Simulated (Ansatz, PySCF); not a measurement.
This singlet lies 3.87 eV below the relaxed triplet at the level frozen-core full CI/6-31g // B3LYP-D3(BJ)/def2-TZVP (Ansatz, a program for electronic structure).

B3LYP has the VWN-RPA correlation part, as in Gaussian. 

# OSi, SMILES `[O+]#[Si-]` (lower singlet) (charge 0, multiplicity 1)

Calculation: B3LYP-D3(BJ)/def2-TZVP run with PySCF.

The HOMO comes out as -8.55 eV and the dipole moment is 0.649 e·Å. The HOMO–LUMO gap is 6.40 eV and the LUMO is -2.15 eV. The total energy is -364.7877 Ha and the cost is very roughly 2.9 core-seconds.

```xyz
2

O      0.7566     0.0000     0.0000
Si    -0.7566     0.0000     0.0000
```
